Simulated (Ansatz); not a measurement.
## Property card for NiPS$_{3}$

All numbers below come from Ansatz 0.2.0, DFT PBEsol, scalar-relativistic, plane waves, PAW.

Cutoff 420 eV; k points 8×8×6 on the computed 10-atom cell (Γ-centred); Gaussian smearing, width 0.10 eV; no spin polarisation.

The structure is relaxed at this level of theory with its symmetry kept. Whether it is the stable form of this composition wasn't checked.

```cif
data_structure
_symmetry_space_group_name_H-M 'C2/m'
_symmetry_Int_Tables_number 12
_cell_length_a 5.7131
_cell_length_b 9.9118
_cell_length_c 6.5319
_cell_angle_alpha 90.000
_cell_angle_beta 106.926
_cell_angle_gamma 90.000
_cell_volume 353.86
loop_
_atom_site_label
_atom_site_type_symbol
_atom_site_symmetry_multiplicity
_atom_site_Wyckoff_symbol
_atom_site_fract_x
_atom_site_fract_y
_atom_site_fract_z
_atom_site_occupancy
Ni1 Ni 4 g 0.50000 0.16661 0.00000 1
P1 P 4 i 0.05958 0.00000 0.17549 1
S1 S 8 j 0.25439 0.17629 0.23135 1
S2 S 4 i 0.27451 0.00000 0.76738 1
```

| Property | Result |
| --- | --- |
| Space group | C2/m (No. 12) |
| Volume per atom | 17.69 Å³ |
| Formation energy from the elements' standard states (uncorrected) | -0.262 eV/atom |
| Kohn–Sham band gap | none (metal) |
| Density of states at the Fermi level | 3.45 states/eV per cell |
| Löwdin character within 0.5 eV of the Fermi level | Ni 3d 45 %, S 3p 45 % |
| Bader charges (e) | Ni (2 in the cell) 0.56, P (2 in the cell) 0.94, S (4 in the cell) -0.50, S (2 in the cell) -0.51 |

Each cell of NiPS3 holds layers, and where no dispersion correction was added their binding is poorly described. Spin polarisation was left out, and a magnetic state may lie lower.

A ferromagnetic start lost its moments in a first run, so spin was left out; other magnetic orders weren't tried.

Cost: 6 runs of about 23 core-minutes in all, on Intel Xeon Platinum 8488C (Sapphire Rapids) (shared hosts).